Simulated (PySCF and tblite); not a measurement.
CF3CH2NH2, C2H4F3N, numbered as in [NH2:1][CH2:2][C:3]([F:4])([F:5])[F:6].

Free energies: PBE0-D3(BJ)/def2-TZVP on PBE0-D3(BJ)/def2-SVP structures plus GFN2-xTB thermal terms, symmetry and mirror images included. Conformers within 3 kcal/mol (GFN2-xTB free energy) were kept, 8 at most. GIAO shieldings: B3LYP/pcSseg-2. Shifts are against TMS (¹H), TMS (¹³C), CFCl3 (¹⁹F), NH3 (¹⁵N) at the same level. Programs: PySCF with density fitting and tblite.

Torsions listed: H1–N1–C2–C3. Of a mirror pair one member is shown.

| conformer | shape | symmetry | E(GFN2) kcal/mol | E(DFT) kcal/mol |
| --- | --- | --- | --- | --- |
| 1 | 59° | Cs | 0.00 | 0.00 |
| 2 | 169° | C1 (pair) | 2.33 | 2.15 |

How much do the weights at 298.15 K and the averaged shift of H2 depend on how the conformers are weighted?


| weighting | 1 (%) | 2 (%) | δ (ppm) | rms dipole (D) |
| --- | --- | --- | --- | --- |
| DFT energy with thermal terms, symmetry and mirror images (full scheme) | 94 | 6 | 2.97 | 1.24 |
| DFT energy with symmetry and mirror images | 95 | 5 | 2.97 | 1.20 |
| bare DFT energy | 97 | 3 | 2.96 | 1.10 |
| GFN2-xTB energy with symmetry and mirror images | 96 | 4 | 2.96 | 1.15 |
| GFN2-xTB free energy | 95 | 5 | 2.96 | 1.19 |
| leading conformer alone | 100 | 0 | 2.95 | 1.00 |
| equal weights | 50 | 50 | 3.08 | 2.30 |
| full scheme, search stopped after three starts | 100 | 0 | 2.95 | 1.00 |

The largest departure from the full scheme, 0.11 ppm, comes with: equal weights.


¹⁵N shifts are against a computed isolated NH3 molecule, about 20 ppm from the liquid.